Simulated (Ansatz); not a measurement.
Reaction (substitution at a C–C bond): `CCCC(C)CCC` + `CNN` → `CN(C)N` + `CCCCCCC`

Gas-phase electronic energies from Ansatz, PBE0-D4/def2-TZVP geometries. CCSD(T)/CBS adds triple-zeta CCSD(T) − MP2 to the extrapolated MP2 energy (def2 sets, frozen cores). This one scheme is used for every species. DFT in def2-TZVPP. One conformer a species, not always the lowest.

```json
{"species": "`CCCC(C)CCC`", "ωB97M-V energy (Eh)": "-315.62550"}
{"species": "`CNN`", "ωB97M-V energy (Eh)": "-151.16346"}
{"species": "`CN(C)N`", "ωB97M-V energy (Eh)": "-190.46466"}
{"species": "`CCCCCCC`", "ωB97M-V energy (Eh)": "-276.31931"}
```

Question: Work out ΔE.

Answer: ΔE = (-190.46466) + (-276.31931) − (-315.62550) − (-151.16346) = 0.00499 Eh = +13.1 kJ/mol. CCSD(T)/CBS gives +13.6 kJ/mol.

Largest T1 diagnostic among the species: 0.009.

In def2-TZVPP, CCSD(T) changes the Hartree–Fock value by +9.2 kJ/mol (the triples alone add +0.4 kJ/mol) and MP2 by +11.1 kJ/mol. The D4 term adds +6.7 kJ/mol with B3LYP and +4.3 kJ/mol with PBE0; it sums over pairs of atoms, weighted by their polarisabilities, and B3LYP, whose exchange is more repulsive, gets the larger term.

B3LYP here is the variant with VWN-RPA as its local correlation; programs differ in this.
